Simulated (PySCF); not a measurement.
# One shape, several levels: C3H6F2O (SMILES CC(O)(F)CF)

We compute a comparison of 5 runs (HF/STO-3G, HF/3-21G, B3LYP/6-31G*, B2PLYP/cc-pVDZ, SCS-MP2/cc-pVDZ) of C3H6F2O. Input form: a Python script.

Program for the calculation: PySCF 2.14.0.

3 further runs of the same task are left out: 3 set aside as unsound or not needed.

## (1) Starting point

C3H6F2O has 12 atoms, charge 0, and is taken as a singlet. As SMILES, `CC(O)(F)CF`. The shape is that of a PBE0-D4/def2-TZVP optimisation. This is one conformer, not always the lowest.

Bond lengths: C1–C2 1.509 Å, C2–O3 1.379 Å, C2–F4 1.391 Å, C2–C5 1.517 Å, C5–F6 1.374 Å, C1–H7 1.091 Å, C1–H8 1.089 Å, C1–H9 1.093 Å, O3–H10 0.962 Å, C5–H11 1.093 Å, C5–H12 1.092 Å. Some angles: C1–C2–O3 113.7°, C1–C2–F4 107.1°, C1–C2–C5 114.1°, O3–C2–F4 108.9°, O3–C2–C5 105.2°, F4–C2–C5 107.5°, C2–C5–F6 110.3°, C2–C1–H7 110.1°, C2–C1–H8 110.2°, C2–C1–H9 109.5°.

## (2) The energy at HF/STO-3G (run 1)

mol.xyz

```xyz
12
C3H6F2O
C     -1.223800     0.373000    -0.223300
C      0.207400    -0.083700    -0.361800
O      0.334600    -1.405900    -0.733200
F      0.800100     0.716200    -1.333100
C      1.027700     0.053800     0.906400
F      0.955400     1.339700     1.384400
H     -1.744200    -0.240700     0.513000
H     -1.257700     1.415500     0.090400
H     -1.730200     0.284000    -1.187500
H     -0.263600    -1.583100    -1.465600
H      0.642600    -0.628800     1.667700
H      2.069600    -0.185100     0.681700
```

run.py

```python
# CC(O)(F)CF
from pyscf import gto, scf

system = gto.M(
    atom='mol.xyz',
    basis='sto-3g',
    charge=0,
    max_memory=1860,
    spin=0,
    verbose=3,
)

calc0 = scf.RHF(system)
calc0.conv_tol = 1e-10
calc0.kernel()
if not calc0.converged:
    calc0 = calc0.newton().run(calc0.mo_coeff, calc0.mo_occ)

etot = calc0.e_tot
print('E = %.10f Eh' % etot)
```

Run with:

```sh
$ OMP_NUM_THREADS=1 python run.py
```

The program printed:

```text
converged SCF energy = -385.618380012768
E = -385.6183800128 Eh
```

Run time: 0.66 s. Hardware: 1 thread of Arm Neoverse V2, shared host; peak memory 0.1 GiB.

## (3) The energy at HF/3-21G (run 2)

job.py

```python
from pyscf import gto, scf

mol = gto.M(
    atom='''
C     -1.223800     0.373000    -0.223300
C      0.207400    -0.083700    -0.361800
O      0.334600    -1.405900    -0.733200
F      0.800100     0.716200    -1.333100
C      1.027700     0.053800     0.906400
F      0.955400     1.339700     1.384400
H     -1.744200    -0.240700     0.513000
H     -1.257700     1.415500     0.090400
H     -1.730200     0.284000    -1.187500
H     -0.263600    -1.583100    -1.465600
H      0.642600    -0.628800     1.667700
H      2.069600    -0.185100     0.681700
''',
    max_memory=1860,
    verbose=3,
    basis='3-21g',
)

hf = scf.RHF(mol)
hf.conv_tol = 1e-10
hf.kernel()
if not hf.converged:
    hf = hf.newton().run(hf.mo_coeff, hf.mo_occ)

e_final = hf.e_tot
print('Final energy', e_final)
```

Run with:

```sh
$ OMP_NUM_THREADS=1 python job.py
```

The program printed:

```text
converged SCF energy = -388.701473332055
Final energy -388.70147333205455
```

Run time: 0.76 s. Hardware: 1 thread of Arm Neoverse V2, shared host; peak memory 0.12 GiB.

Run 3 isn't shown in full; the table further down has it.

## (4) A single-point energy at B2PLYP/cc-pVDZ (run 4)

calc.py

```python
# CC(O)(F)CF
from pyscf import gto, dft, mp

mol = gto.Mole()
mol.atom = '''
C     -2.312647     0.704868    -0.421976
C      0.391929    -0.158170    -0.683703
O      0.632302    -2.656766    -1.385547
F      1.511970     1.353422    -2.519194
C      1.942072     0.101667     1.712848
F      1.805444     2.531666     2.616137
H     -3.296060    -0.454857     0.969430
H     -2.376709     2.674907     0.170831
H     -3.269604     0.536682    -2.244050
H     -0.498132    -2.991625    -2.769583
H      1.214338    -1.188260     3.151496
H      3.910977    -0.349788     1.288226
'''
mol.charge = 0
mol.max_memory = 1860
mol.spin = 0
mol.verbose = 3
mol.unit = 'bohr'
mol.basis = 'cc-pvdz'
mol.build()

mf = dft.RKS(mol)
mf.xc = '0.53*HF + 0.47*B88, 0.73*LYP'
mf.conv_tol = 1e-10
mf.grids.level = 5
mf.kernel()
if not mf.converged:
    mf = mf.newton().run(mf.mo_coeff, mf.mo_occ)

pt = mp.MP2(mf, frozen=6).run()
e_tot = mf.e_tot + 0.27 * pt.e_corr
print('PT2 part  %.8f' % (0.27 * pt.e_corr))
print('E(%s) = %.9f' % ('B2PLYP', e_tot))
```

Run with:

```sh
$ OMP_NUM_THREADS=1 python calc.py
```

The program printed:

```text
converged SCF energy = -392.193699507301
E(RMP2) = -393.365361645792  E_corr = -1.17166213849085
E(SCS-RMP2) = -393.337059536794  E_corr = -1.14336002949206
PT2 part  -0.31634878
E(B2PLYP) = -392.510048285
```

It took 39 s on 1 thread of Arm Neoverse V2, shared host; peak memory 0.63 GiB.

## (5) A single-point energy at SCS-MP2/cc-pVDZ (run 5)

job.py

```python
# CC(O)(F)CF
from pyscf import gto, mp

mol = gto.Mole()
mol.atom = '''
C     -1.223800     0.373000    -0.223300
C      0.207400    -0.083700    -0.361800
O      0.334600    -1.405900    -0.733200
F      0.800100     0.716200    -1.333100
C      1.027700     0.053800     0.906400
F      0.955400     1.339700     1.384400
H     -1.744200    -0.240700     0.513000
H     -1.257700     1.415500     0.090400
H     -1.730200     0.284000    -1.187500
H     -0.263600    -1.583100    -1.465600
H      0.642600    -0.628800     1.667700
H      2.069600    -0.185100     0.681700
'''
mol.charge = 0
mol.verbose = 3
mol.basis = 'cc-pvdz'
mol.max_memory = 1860
mol.build()

mf = mol.RHF()
mf.conv_tol = 1e-10
mf.kernel()
if not mf.converged:
    mf = mf.newton().run(mf.mo_coeff, mf.mo_occ)

pt = mp.MP2(mf, frozen=6).run()
e_final = mf.e_tot + 1.2 * pt.e_corr_os + pt.e_corr_ss / 3
print(f'total energy: {e_final:.8f} hartree')
```

Run with:

```sh
$ OMP_NUM_THREADS=1 python job.py
```

The program printed:

```text
converged SCF energy = -390.862723238635
E(RMP2) = -391.837018529806  E_corr = -0.974295291171226
E(SCS-RMP2) = -391.814537397414  E_corr = -0.951814158779155
total energy: -391.81453740 hartree
```

Run time: 4.2 s. Hardware: 1 thread of Arm Neoverse V2, shared host; peak memory 0.38 GiB.

## (6) All runs side by side

| run | level | integration grid | frozen core orbitals | energy (Eh) | dipole moment (D) of the reference | HOMO energy (eV) | LUMO energy (eV) | wall time |
| --- | --- | --- | --- | --- | --- | --- | --- | --- |
| 1 | HF/STO-3G | – | – | -385.618380 | 1.79 | -10.18 | 13.92 | 0.66 s |
| 2 | HF/3-21G | – | – | -388.701473 | 2.95 | -12.90 | 6.63 | 0.76 s |
| 3 | B3LYP/6-31G* (spherical functions) | 5 | – | -392.819836 | 2.37 | -8.40 | 1.76 | 30 s |
| 4 | B2PLYP/cc-pVDZ | 5 | 6 | -392.510048 | 2.60 | -10.48 | 2.57 | 39 s |
| 5 | SCS-MP2/cc-pVDZ | – | 6 | -391.814537 | 2.81 | -13.12 | 4.60 | 4.2 s |

## (7) Summary of results

| quantity | value |
| --- | --- |
| run 5: total energy | -391.81454 Eh |
| run 5: dipole moment (Hartree–Fock density) | 2.81 D |
| run 5: HOMO energy (Hartree–Fock orbitals) | -13.12 eV |
| run 5: LUMO energy (Hartree–Fock orbitals) | 4.60 eV |
| run 5: HOMO–LUMO gap (Hartree–Fock orbitals) | 17.72 eV |
| run 5: correlation energy (6 core orbitals frozen) | -951.8 mEh |

**Reading.** Over runs 1, 2, 3, 4 the dipole moment (its size) runs from 1.79 D (HF/STO-3G) to 2.95 D (HF/3-21G). Over runs 1, 2, 3, 4 the HOMO–LUMO gap runs from 10.16 eV (B3LYP/6-31G*) to 24.10 eV (HF/STO-3G). The two ends differ in method and basis. Totals of different functionals can't be ranked against each other. In run 1 the basis is minimal, so the values are rough. All runs together took 75 s, the longest 39 s.
